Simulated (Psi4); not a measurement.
# One shape, several levels: BNH2F (SMILES N[B]F)

We compute a comparison of 3 runs (UHF/def2-SVP, UB3LYP/6-31G*, UB2PLYP/pcseg-2) of BNH2F. 

Program for the calculation: Psi4 1.11.

3 further runs of the same task are left out: 3 set aside as unsound or not needed.

## (1) The system as given

BNH2F has 5 atoms, charge 0, and is taken as a doublet. SMILES: `N[B]F`. Geometry: relaxed at PBE0-D4/def2-TZVP. This is one conformer, not always the lowest.

Bond lengths: N1–B2 1.384 Å, B2–F3 1.324 Å, N1–H4 1.003 Å, N1–H5 1.010 Å. Angles: N1–B2–F3 122.6°, B2–N1–H4 122.5°, B2–N1–H5 122.8°, H4–N1–H5 114.7°.

## (2) The energy at UHF/def2-SVP (run 1)

job.json

```json
{
 "schema_name": "qcschema_input",
 "schema_version": 1,
 "molecule": {
  "schema_name": "qcschema_molecule",
  "schema_version": 2,
  "symbols": ["N", "B", "F", "H", "H"],
  "geometry": [-0.59564167, 0.53781606, -0.5637053, 0.48528167, -1.70963522, 0.22544433, 2.24216005, -1.80865687, 2.00424353, -1.92676476, 0.60849181, -1.91240284, -0.11054898, 2.23308936, 0.16799665],
  "molecular_charge": 0,
  "molecular_multiplicity": 2,
  "fix_symmetry": "c1",
  "fix_com": true,
  "fix_orientation": true
 },
 "driver": "energy",
 "model": {
  "method": "hf",
  "basis": "def2-SVP"
 },
 "keywords": {
  "reference": "uhf",
  "puream": true,
  "e_convergence": 1e-09,
  "d_convergence": 1e-08,
  "scf_type": "pk",
  "maxiter": 200,
  "scf_properties": ["WIBERG_LOWDIN_INDICES", "DIPOLE", "MAYER_INDICES"]
 }
}
```

Launch:

```bash
$ psi4 --qcschema job.json -n 1 --memory 1600MB
```

stdout:

```text
[...]
  Running in c1 symmetry.
[...]
  Nuclear repulsion =   58.822788623799909
[...]
  Multiplicity = 2
[...]
  Nalpha       = 12
  Nbeta        = 11
[...]
    Number of basis functions: 52
[...]
   @UHF iter   1:  -179.55072891858237   -7.46751e-01   8.50547e-03 ADIIS/DIIS
[...]
   @UHF iter  14:  -179.64013642151744   -1.87583e-12   6.14051e-09 DIIS
[...]
   @S^2 Observed:                7.542710555E-01
[...]
  @UHF Final Energy:  -179.64013642151744
   => Energetics <=
    Nuclear Repulsion Energy =             58.8227886237999087
    One-Electron Energy =                -364.2671464414107731
    Two-Electron Energy =                 125.8042213960934248
    Total Energy =                       -179.6401364215174397
  UHF NO Occupations:
  HONO-2 :   10  A 1.9995111
  HONO-1 :   11  A 1.9985362
[...]
 Multipole Moments:
 ------------------------------------------------------------------------------------
     Multipole            Electronic (a.u.)      Nuclear  (a.u.)        Total (a.u.)
 ------------------------------------------------------------------------------------
 L = 1.  Multiply by 2.5417464519 to convert [e a0] to [Debye]
 Dipole X            :        -16.9454104           16.3990434           -0.5463670
 Dipole Y            :         18.9568666          -18.2197943            0.7370723
 Dipole Z            :        -13.9297265           13.4750701           -0.4546564
 Magnitude           :                                                    1.0239653
[...]
```

The result, in JSON:

```text
{
 "driver": "energy",
 "model": {
  "method": "hf",
  "basis": "def2-SVP"
 },
 "success": true,
 "return_result": -179.64013642151744,
 "properties": {
  "calcinfo_nbasis": 52,
  "calcinfo_nmo": 52,
  "calcinfo_nalpha": 12,
  "calcinfo_nbeta": 11,
  "calcinfo_natom": 5,
  "nuclear_repulsion_energy": 58.82278862379991,
  "return_energy": -179.64013642151744,
  "scf_one_electron_energy": -364.2671464414108,
  "scf_two_electron_energy": 125.80422139609342,
  "scf_dipole_moment": [-0.5463669978877732, 0.7370723021322938, -0.4546563765933893],
  "scf_total_energy": -179.64013642151744,
  "scf_iterations": 14
 }
}
```

Run time: 1.2 s. Hardware: 1 thread of AMD EPYC 9R45 (Zen 5), shared host; peak memory 0.2 GiB.

## (3) Energy and forces at UB3LYP/6-31G(d) (spherical functions) (run 2)

run.py

```python
import psi4

psi4.set_memory(1600000000)
psi4.set_num_threads(1)
psi4.set_output_file('output.dat', False)

m = psi4.geometry("""
0 2
N     -0.315200     0.284600    -0.298300
B      0.256800    -0.904700     0.119300
F      1.186500    -0.957100     1.060600
H     -1.019600     0.322000    -1.012000
H     -0.058500     1.181700     0.088900
symmetry c1
""")

psi4.set_options({
    'reference': 'uks',
    'puream': True,
    'e_convergence': 1e-09,
    'd_convergence': 1e-08,
    'scf_type': 'pk',
    'dft_radial_points': 99,
    'dft_spherical_points': 590,
    'maxiter': 200,
})

E, wfn = psi4.gradient('b3lyp/6-31G*', return_wfn=True)
psi4.oeprop(wfn, 'WIBERG_LOWDIN_INDICES', 'QUADRUPOLE', 'MAYER_INDICES', title='B3LYP')
print('gradient / Eh bohr^-1')
print(E.np.round(6))
print(f'energy = {wfn.energy():.10f} Eh')
```

Launch:

```bash
$ python run.py
```

output.dat:

```text
[...]
  Running in c1 symmetry.
[...]
  Nuclear repulsion =   58.822788592119622
[...]
  Multiplicity = 2
[...]
  Nalpha       = 12
  Nbeta        = 11
[...]
    Number of basis functions: 46
[...]
   @UKS iter   1:  -180.44412189510834   -2.44481e-01   1.57664e-02 DIIS/ADIIS
[...]
   @UKS iter  12:  -180.66102099729318   -1.36424e-12   3.84907e-09 DIIS
[...]
   @S^2 Observed:                7.518363285E-01
[...]
  @UKS Final Energy:  -180.66102099729318
   => Energetics <=
    Nuclear Repulsion Energy =             58.8227885921196219
    One-Electron Energy =                -364.7658785324422865
    Two-Electron Energy =                 143.2754042071465221
    DFT Exchange-Correlation Energy =     -17.9933352641170039
    Empirical Dispersion Energy =           0.0000000000000000
    VV10 Nonlocal Energy =                  0.0000000000000000
    Total Energy =                       -180.6610209972931784
[...]
  -Total Gradient:
     Atom            X                  Y                   Z
    ------   -----------------  -----------------  -----------------
       1        0.001585019947    -0.002821699390     0.001223984880
       2        0.001746832502     0.008133290203     0.002922185005
       3       -0.005735636310     0.000294853212    -0.005814595421
       4        0.003200316388    -0.000791455392     0.003152363865
       5       -0.000812254628    -0.004812618059    -0.001499621328
[...]
```

On the terminal:

```text
gradient / Eh bohr^-1
[[ 0.001585 -0.002822  0.001224]
 [ 0.001747  0.008133  0.002922]
 [-0.005736  0.000295 -0.005815]
 [ 0.0032   -0.000791  0.003152]
 [-0.000812 -0.004813 -0.0015  ]]
energy = -180.6610209973 Eh
```

It took 7.2 s on 1 thread of AMD EPYC 9R45 (Zen 5), shared host; peak memory 0.56 GiB.

## (4) The energy at UB2PLYP/pcseg-2 (density fitting for correlation) (run 3)

input.dat

```
memory 1600 mb

molecule system {
  0 2
  N     -0.59564167     0.53781606    -0.56370530
  B      0.48528167    -1.70963522     0.22544433
  F      2.24216005    -1.80865687     2.00424353
  H     -1.92676476     0.60849181    -1.91240284
  H     -0.11054898     2.23308936     0.16799665
  units au
  symmetry c1
}

set basis pcseg-2
set reference uks
set puream true
set e_convergence 1e-09
set d_convergence 1e-08
set scf_type pk
set dft_radial_points 99
set dft_spherical_points 590
set num_frozen_docc 3
set maxiter 200

e_tot, wfn = energy("b2plyp", return_wfn=True)
```

Launch:

```bash
$ psi4 input.dat output.dat -n 1
```

output.dat:

```text
[...]
  Running in c1 symmetry.
[...]
  Nuclear repulsion =   58.822788623799909
[...]
  Multiplicity = 2
[...]
  Nalpha       = 12
  Nbeta        = 11
[...]
    Number of basis functions: 118
[...]
   @UKS iter   1:  -180.26054465315681   -5.44151e-01   6.07615e-03 ADIIS/DIIS
[...]
   @UKS iter  13:  -180.45782135154977   -1.84741e-12   2.38353e-09 DIIS
[...]
   @S^2 Observed:                7.524905246E-01
[...]
  @UKS Final Energy:  -180.45782135154977
   => Energetics <=
    Nuclear Repulsion Energy =             58.8227886237999087
    One-Electron Energy =                -364.5847935635589465
    Two-Electron Energy =                 135.9452773861291632
    DFT Exchange-Correlation Energy =     -10.6410937979198970
    Empirical Dispersion Energy =           0.0000000000000000
    VV10 Nonlocal Energy =                  0.0000000000000000
    Total Energy =                       -180.4578213515497680
[...]
 Multipole Moments:
 ------------------------------------------------------------------------------------
     Multipole            Electronic (a.u.)      Nuclear  (a.u.)        Total (a.u.)
 ------------------------------------------------------------------------------------
 L = 1.  Multiply by 2.5417464519 to convert [e a0] to [Debye]
 Dipole X            :          1.8566575           -2.3631777           -0.5065202
 Dipole Y            :         -2.4169962            3.1622160            0.7452199
 Dipole Z            :          1.5570696           -1.9699293           -0.4128596
 Magnitude           :                                                    0.9911450
[...]
```

Run time: 18 s. Hardware: 1 thread of AMD EPYC 9R45 (Zen 5), shared host; peak memory 0.71 GiB.

## (5) The series

```tsv
run	level	task	integration grid	energy (Eh)	dipole moment (D)	HOMO energy (eV)	LUMO energy (eV)	wall time
1	UHF/def2-SVP	energy	–	-179.640136	2.60	-9.60	2.94	1.2 s
2	UB3LYP/6-31G* (spherical functions)	gradient	99 radial × 590 angular	-180.661021	2.40	-5.16	-0.84	7.2 s
3	UB2PLYP/pcseg-2 (density fitting for correlation)	energy	99 radial × 590 angular	-180.627356	–	-7.34	-0.19	18 s
```

## (6) Results

```
                                                       quantity          value
                                            run 3: total energy  -180.62736 Eh
run 3: HOMO energy (SCF part's orbitals) (highest over α and β)       -7.34 eV
 run 3: LUMO energy (SCF part's orbitals) (lowest over α and β)       -0.19 eV
                                                    run 3: ⟨S²⟩          0.752
```

In words: Totals of different functionals can't be ranked against each other. All runs together took 26 s, the longest 18 s.
